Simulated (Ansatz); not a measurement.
## Which is lower?

Two relaxed structures of AlNH3S, doublet (PBE0-D4/def2-TZVP; forces vanish, vibrations not checked).

A:

N1  (-0.723, -0.478, 0.198)
Al2  (0.560, 0.624, -0.331)
S3  (2.491, 0.590, 0.742)
H4  (-1.631, -0.531, -0.233)
H5  (2.087, -0.379, 1.584)
H6  (-0.660, -1.133, 0.962)
(Å)

B:

```xyz
6
angstrom
N 0.2490 0.3527 -0.3432
Al -1.4102 -0.0099 -0.9243
S 1.1202 -0.6897 0.6753
H -2.0840 -1.3285 -0.3205
H 0.8038 1.1384 -0.6493
H 0.8522 -0.1371 1.8789
```

Ansatz 0.2.0; basis: def2-TZVPP; cores frozen in the correlated methods; orbitals are unrestricted. B3LYP uses VWN-RPA correlation.

Task: Which structure is lower at CCSD(T), and by how much? (Judge from chemistry; the value comes from the calculation.)

Result: By the calculation: A, by 51.83 kcal/mol (electronic energy, against the other). By their contacts, A is AlNH₃S ([NH2][Al][SH]) and B is AlNH₃S ([AlH][NH][SH]).

All methods give the same order:

| method | E(B) − E(A) (kcal/mol) |
| --- | --- |
| PBE-D4 | 49.26 |
| r2SCAN-D4 | 52.36 |
| PBE0-D4 | 50.93 |
| B3LYP-D4 | 49.52 |
| wB97M-V | 50.46 |
| HF | 51.97 |
| MP2 | 53.58 |
| CCSD | 51.97 |
| CCSD(T) | 51.83 |

No T1 diagnostic of these runs exceeds 0.016. ⟨S²⟩ of the unrestricted Hartree–Fock references: 0.75 to 0.76 (a pure state has 0.75).

Labels in which every atom is bracketed show which atoms are joined, not bond orders.

For scale, one of the runs: CCSD(T)/def2-TZVPP, 157 basis functions, launched by `ansatz run in.yaml --threads 2 --pin off --events-out ev --progress --plain --max-ram 4352MiB`. Hardware: 2 CPU threads of an Arm Neoverse V1, shared host. Wall time 63 s; peak host memory 2.4 GiB.
